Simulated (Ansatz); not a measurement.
# C2H8N2O: a ladder of functionals and wavefunction methods

The task here is to estimate one member of a computed series from the others.

Computed with Ansatz 0.2.0, Gaussian basis. Level: functionals in def2-TZVPP, the program's frozen cores in correlated methods.

Plan: PBE-D4, r2SCAN-D4, PBE0-D4, B3LYP-D4, ωB97X-V, ωB97M-V, B2PLYP; CCSD(T)/def2-TZVPP; MP2/def2-QZVPP; extrapolation to the limit.

## The relaxed structure

All runs share one geometry, relaxed beforehand with PBE0-D4 in a triple-zeta def2 set.

SMILES `NCNCO`, 13 atoms, charge 0, spin multiplicity 1.

Atoms are counted from 1 here; the program's logs count them from 0.

Bond lengths: N1–C2 1.456 Å, N1–H6 1.013 Å, N1–H7 1.013 Å, C2–N3 1.440 Å, C2–H8 1.100 Å, C2–H9 1.094 Å, N3–C4 1.423 Å, N3–H10 1.012 Å, C4–O5 1.427 Å, C4–H11 1.092 Å, C4–H12 1.096 Å, O5–H13 0.962 Å. Angles: C2–N1–H6 110.7°, C2–N1–H7 109.8°, H6–N1–H7 108.3°, N1–C2–N3 113.3°, N1–C2–H8 113.8°, N1–C2–H9 107.4°, N3–C2–H8 106.4°, N3–C2–H9 108.6°, H8–C2–H9 107.1°, C2–N3–C4 116.5°, C2–N3–H10 110.6°, C4–N3–H10 112.4°, N3–C4–O5 116.7°, N3–C4–H11 108.9°, N3–C4–H12 108.2°, O5–C4–H11 104.2°, O5–C4–H12 110.1°, H11–C4–H12 108.4° and more.

Set-up of the first run:

Contents of in.yaml:

```yaml
crystal:
  periodic: [false, false, false]
  atoms:
    - {symbol: N, position_ang: [-0.595229, 1.371146, 0.787982]}
    - {symbol: C, position_ang: [-0.415337, -0.043541, 1.083519]}
    - {symbol: N, position_ang: [0.701871, -0.631710, 0.392040]}
    - {symbol: C, position_ang: [0.503709, -0.945574, -0.981376]}
    - {symbol: O, position_ang: [0.105584, 0.127865, -1.832435]}
    - {symbol: H, position_ang: [-1.241482, 1.794324, 1.442777]}
    - {symbol: H, position_ang: [-0.971413, 1.482181, -0.145931]}
    - {symbol: H, position_ang: [-1.291590, -0.662686, 0.840535]}
    - {symbol: H, position_ang: [-0.245994, -0.133567, 2.160552]}
    - {symbol: H, position_ang: [1.542610, -0.089235, 0.546452]}
    - {symbol: H, position_ang: [-0.310101, -1.669387, -1.065799]}
    - {symbol: H, position_ang: [1.420642, -1.408845, -1.362532]}
    - {symbol: H, position_ang: [0.817128, 0.774330, -1.850983]}
basis:
  gaussian: {orbitals: def2-TZVPP}
hamiltonian: {xc: pbe, dispersion: d4}
output: {forces: true, orbitals: {seedname: orbitals}}
```

The run is started by

```sh
$ ansatz run in.yaml --threads 4 --pin off --events-out ev --progress --plain --max-ram 10444MiB
```

Among the steps run: PBE-D4 (GGA); r2SCAN-D4 (meta-GGA); PBE0-D4 (hybrid); B3LYP-D4 (hybrid); ωB97X-V (range-separated); ωB97M-V (range-separated); B2PLYP (double hybrid); CCSD(T) in def2-TZVPP; MP2 in def2-QZVPP.

One table of the session follows, with a row left open; its other results are not shown here.

It belongs to the step «Atomisation energies». 

| method | atomisation energy (kJ/mol) |
| --- | --- |
| PBE-D4 | 4927.9 |
| r2SCAN-D4 | 4776.4 |
| PBE0-D4 | 4808.4 |
| B3LYP-D4 | 4809.8 |
| ωB97X-V | ? |
| ωB97M-V | 4816.3 |
| B2PLYP | 4745.9 |
| HF/def2-TZVPP | 3263.4 |
| MP2/def2-TZVPP | 4718.8 |
| CCSD/def2-TZVPP | 4575.6 |
| CCSD(T)/def2-TZVPP | 4651.9 |
| MP2/CBS | 4861.4 |
| CCSD(T)/CBS | 4794.5 |

Q: Estimate the row for ωB97X-V from the others.

As computed: atomisation energy (kJ/mol): 4811.9. In the column «atomisation energy (kJ/mol)» it lies between B3LYP-D4 (4809.8) and ωB97M-V (4816.3).
